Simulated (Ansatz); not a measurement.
# BSi (doublet): wave-function methods side by side at distance Si1–B2 = 5.220 Å, cc-pVDZ

The task here is to estimate one member of a computed series from the others.

Method: cc-pVDZ, core rule «outside noble gas», up to 6 orbitals frozen; program: Ansatz 0.2.0, Gaussian basis.

The runs, in order: UHF; CCSD(T) on UHF; BCCD(T) on ROHF; CISD; CCSDT(Q) on ROHF; CCSDT(Q) on UHF; CASSCF and MRCISD+Q, 3 electrons in 3 orbitals; CASSCF and NEVPT2, 3 electrons in 3 orbitals; CASSCF and MRCISD+Q, 7 electrons in 8 orbitals; CASSCF and NEVPT2, 7 electrons in 8 orbitals; Full CI; Full CI in the symmetry of the determinant.

26 further runs of the same task are left out: 5 for a known fault of the program, 17 that didn't finish, 4 set aside as unsound or not needed.

## The geometry

The geometry derives from a PBE0/def2-TZVP stationary point (not a proven minimum). One bond is set to the value named and the two fragments are kept rigid.

2 atoms, charge 0, spin multiplicity 2.

Atoms are counted from 1 here; the program's logs count them from 0.

No contacts short enough for the rule that draws bonds.

Set-up of the first run:

File in.yaml:

```yaml
crystal:
  periodic: [false, false, false]
  atoms:
    - {symbol: Si, position_ang: [0.000000, 0.000000, 0.000000]}
    - {symbol: B, position_ang: [0.000000, 0.000000, 5.220000]}
basis:
  gaussian: {orbitals: cc-pVDZ}
magnetization: {spin_polarized: true, initial_magnetization: 1}
hamiltonian: {xc: hf}
output: {orbitals: {seedname: orbitals}}
```

On the command line:

```bash
ansatz run in.yaml --threads 1 --pin off --events-out ev --progress --plain --max-ram 2393MiB
```

Among the steps run: UHF; CCSD(T) on UHF; BCCD(T) on ROHF; CISD; CCSDT(Q) on ROHF; CCSDT(Q) on UHF; CASSCF and MRCISD+Q, 3 electrons in 3 orbitals; CASSCF and NEVPT2, 3 electrons in 3 orbitals; CASSCF and MRCISD+Q, 7 electrons in 8 orbitals; CASSCF and NEVPT2, 7 electrons in 8 orbitals; Full CI; Full CI in the symmetry of the determinant.

One of the session's tables, all rows but one given; the rest of the session is left out.

| method | from FCI (meV) |
| --- | --- |
| UHF | +3413.9 |
| UMP2 | +1194.6 |
| UCCSD | +74.6 |
| UCCSD(T) | +25.2 |
| UCCSDT | +3.9 |
| UCCSDT(Q) | +2.6 |
| CASSCF pair | ? |
| NEVPT2 pair | +1153.1 |
| MRCISD pair | +298.7 |
| MRCISD+Q pair | -104.0 |
| CASSCF valence | +2322.9 |
| NEVPT2 valence | +696.6 |
| MRCISD valence | +138.6 |
| MRCISD+Q valence | -14.1 |
| FCI | 0 |

Estimate the missing values for CASSCF pair.

The run gave: from FCI (meV): +3604.7. In the column «from FCI (meV)» it is the highest.

Among the levels timed on like hardware and quicker than the yardstick, those that no quicker one beats, quickest first: NEVPT2 pair (3.7 s, +1153.1 meV); MRCISD+Q pair (3.9 s, -104.0 meV); MRCISD+Q valence (6 s, -14.1 meV); UCCSDT(Q) (31 s, +2.6 meV).

Not comparable, so not listed: CISD; CCSDT(Q) on ROHF (they don't share determinant, frozen orbitals or solution with the rows shown, or repeat one).

Caveats from the session: The determinant is far from a pure spin state, so its energy mixes those of several spin states (harmless only where they are near-degenerate, as at dissociation). The report flags that the cluster equations may have other roots. The yardstick is full CI for this spin, exact in this basis with these frozen cores. Left out of the table: BCCD(T) (another determinant or state than the rows shown). MRCISD+Q pair, MRCISD+Q valence fall below full CI: the +Q correction isn't variational, and the cores differ from full CI's. Of the multireference levels listed MRCISD+Q valence comes nearest in total energy (-14.1 meV), which doesn't show that its space is the better one. Levels on UHF freeze UHF's core orbitals, full CI those of ROHF, so the U rows can settle a little off it for that reason alone. Warnings in the runs' records: other roots.
